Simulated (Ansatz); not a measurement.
# Worked example: correlation energy of [BH₂···H···H], doublet

All five atoms lie in one plane.

Geometry: a point of a hydrogen-transfer path between rigid fragments, not a stationary point.

```csv
atom,x (Å),y (Å),z (Å)
B,-0.1712,0.0000,0.0000
H,-0.7680,1.0336,0.0000
H,-0.7680,-1.0336,0.0000
H,1.0948,0.0000,0.0000
H,2.2778,0.0000,0.0000
```

Basis cc-pVDZ; Ansatz 0.2.0. Only valence electrons are correlated (noble-gas cores frozen), which leaves 7 electrons in 33 orbitals. Prefix R: restricted or restricted open-shell reference; prefix U: unrestricted.

Full CI is exact within this basis and frozen core; it isn't the basis-set limit. The frozen core follows each run's orbitals, which can shift R against U totals by a few meV.

Runs differ by some tens of microhartree through their thresholds and, for an open shell, their frozen cores, so steps under 0.1 kcal/mol mean nothing.

```tsv
level	total energy (hartree)
UHF	-26.865362
UMP2	-26.963498
UCCSD	-26.990061
UCCSD(T)	-26.991958
UCCSDT	-26.992427
UCCSDT(Q)	-26.992474
UCCSDTQ	-26.992484
full CI	-26.992485
```

**Question.** What is the correlation energy at full CI, and what share of it do UMP2 and UCCSD recover?

**Answer.** E(corr) = -26.992485 − (-26.865362) = -0.127123 hartree = -3.459 eV. UMP2: -0.098136 / -0.127123 = 77.20 %. UCCSD: -0.124699 / -0.127123 = 98.09 %.

**Question.** By how many kcal/mol does UCCSD(T) miss full CI (1 hartree = 627.509 kcal/mol), and which steps make up the rest?

**Answer.** -26.991958 − (-26.992485) = 0.000527 hartree = 0.33 kcal/mol. Steps: UCCSDT − UCCSD(T) = -0.29, UCCSDT(Q) − UCCSDT = -0.03, UCCSDTQ − UCCSDT(Q) = -0.01, full CI − UCCSDTQ = 0.00 kcal/mol. That is within 1 kcal/mol of the reference in this basis, which itself misses far more of the correlation at the basis-set limit.
